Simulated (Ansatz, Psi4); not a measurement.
**[NO3]−: a line through the functionals**

The species is [NO3]− (4 atoms), meant as a singlet with charge -1. SMILES: `O=[N+]([O-])[O-]`. The coordinates come from a PBE0-D4/def2-TZVPD relaxation.

The vertical detachment energy (to the doublet neutral) y, in eV, basis aug-cc-pVDZ; a is the functional's share of exact exchange. Programs: Ansatz 0.2.0, Psi4 1.11.

| functional | program | a | y (eV) |
| --- | --- | --- | --- |
| TPSS | Psi4 | 0 | 3.38 |
| r2SCAN | Psi4 | 0 | 3.58 |
| B3LYP | Psi4 | 0.2 | 3.94 |
| PBE0 | Psi4 | 0.25 | ? |
| r2SCAN0 | Ansatz | 0.25 | 4.09 |
| BHLYP | Psi4 | 0.5 | 4.46 |

Fit y = c + s·a to the known rows and predict PBE0.


1. Means of the 5 rows: a = 0.1900, y = 3.890.
2. Σ(Δa)² = 0.172, Σ(Δa·Δy) = 0.345, so the slope is 0.345/0.172 = 2.0058.
3. Intercept: 3.890 − (2.0058) × 0.1900 = 3.509. The largest residual of the fit is 0.13.
4. PBE0: 3.509 + (2.0058) × 0.25 = 4.01 eV.

The run gave 3.93 eV, so the prediction is off by +0.08 eV, within the largest residual. The rows mix families of semi-local functionals, which the line can't see.
